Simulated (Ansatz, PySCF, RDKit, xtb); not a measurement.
# CH2OSi: a search for the lowest isomer

Only the formula CH2OSi is given. Aim: find the structure of lowest free energy at 298.15 K, then its properties.

The funnel: GFN2-xTB relaxations, single points with a density functional, relaxations at B3LYP/6-31G*, harmonic vibrations, and a last energy at a higher level. All values are calculated.

4 further runs of the same task are left out: 4 set aside as unsound or not needed.

## 1. Drawing up candidates

A program enumerates the bonding patterns with one Lewis structure each (two rings at most, one unusual centre or charged pair), with their diastereomers. O–O, O–halogen and N–halogen bonds and N–N–N chains are not drawn. That gives 16 candidates.

c044 OC#[SiH]; c068 C1O[Si]1; c096 O=C[SiH] (triplet); c124 [C+]#[SiH-]O; c153 C1=[Si-][OH+]1; c170 [C]1O[SiH2]1 (triplet); c205 OC=[Si] (triplet); c224 O=C=[SiH2]; c311 C1O[Si]1 (triplet); c370 OC=[Si]; c460 C#[Si]O; c467 [C]1O[SiH2]1; c621 C1=[SiH]O1; c652 O=C[SiH]; c697 [CH+]=[SiH-]=O; c821 C=[Si]=O.

Candidates are built by distance geometry, with a force field where one applies, in up to four conformers (letters a to d). 10 starts with atoms placed at random are added, to find patterns that the rules miss.

Q: Predict the outcome of this search (final energies at CCSD(T)/def2-TZVPP).

| quantity | value |
| --- | --- |
| lowest structure found | C1O[Si]1, singlet, Cs |
| next finalist | [O][C][SiH2] ‡, singlet, 2.1 kcal/mol higher in G |
| share at equilibrium, among the finalists | 97.3 % |
| harmonic wavenumbers, lowest and highest (B3LYP/6-31G*) | 632 and 3174 cm⁻¹ |
| rotational constants, same geometry | 0.9095, 0.3958, 0.2918 cm⁻¹ |
| dipole moment (PBE0/def2-TZVPD) | 1.48 D |
| HOMO energy (PBE0/def2-TZVPD) | -7.02 eV |
| LUMO energy (PBE0/def2-TZVPD) | -2.27 eV |
| HOMO–LUMO gap (PBE0/def2-TZVPD) | 4.75 eV |
| lowest excitation (TD-CAM-B3LYP/def2-SVPD) | 3.30 eV (f = 0.006) |
| strongest of the states computed, same level | 7.25 eV (f = 0.257) |
| lowest triplet excitation, same level, Tamm-Dancoff | 2.56 eV |
| vertical ionisation energy | 9.32 eV |
| vertical electron affinity | 0.35 eV |
| vertical triplet less singlet | +2.47 eV |

The search ends on `C1O[Si]1`. The margin, 2.1 kcal/mol, is modest. HF/STO-3G, r2SCAN-D4/def2-SVP, B3LYP/6-31G*, HF/def2-TZVPP and MP2/def2-TZVPP already put its bonding pattern lowest among the structures in one piece; GFN2-xTB favours the singlet C=[Si]=O. A large T1 diagnostic among the finalists warns that one reference determinant may not suffice. It concerns: the winner; the finalist [O][C][SiH2] ‡ (singlet); the finalist C=[Si]=O (singlet). Lowest found is not proven lowest: the search is finite, and each finalist counts with one conformer.

‡ marks the bonded skeleton alone, with all bonds drawn single: no Lewis structure was assigned that passes a check against the bond lengths.
